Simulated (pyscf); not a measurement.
H₃Ge–O–GeH₃ (SMILES [GeH3][O][GeH3]) + H• (SMILES [H]) → •H₂Ge–O–GeH₃ (SMILES [GeH2][O][GeH3]) + H₂ (SMILES [H][H]), a hydrogen abstraction (doublet surface; Ge–H broken, H–H formed). Optimised with ωB97X-D3(BJ)/def2-SVP in PySCF. Energies in kcal/mol from the separated reactants.

Small-basis levels: PySCF, no dispersion term, spherical d functions. Open shells are spin-unrestricted. 

Question: In single points BP86/6-31G*+LANL2DZ puts the saddle at -2.6 kcal/mol and the reaction energy at -26.7 kcal/mol. Should these be trusted to within a few kcal/mol? Compare with ωB97M-D3(BJ)/def2-TZVP.

Answer: ωB97M-D3(BJ)/def2-TZVP gives ΔE‡ = 2.9 kcal/mol and ΔE = -20.9 kcal/mol. BP86/6-31G*+LANL2DZ lies 5.5 kcal/mol under it in the barrier and 5.8 kcal/mol under it in the reaction energy, so on this step it does not hold to within 3.0 kcal/mol. At BP86/6-31G*+LANL2DZ this geometry lies under one side, so its ΔE‡ may be no barrier of that level. ωB97M-D3(BJ)/def2-TZVP has limits of its own. One saddle was located; it need not be the lowest between these sides. The angle at the transferred H is 176°. In the def2 sets elements up to Kr have no core potential.
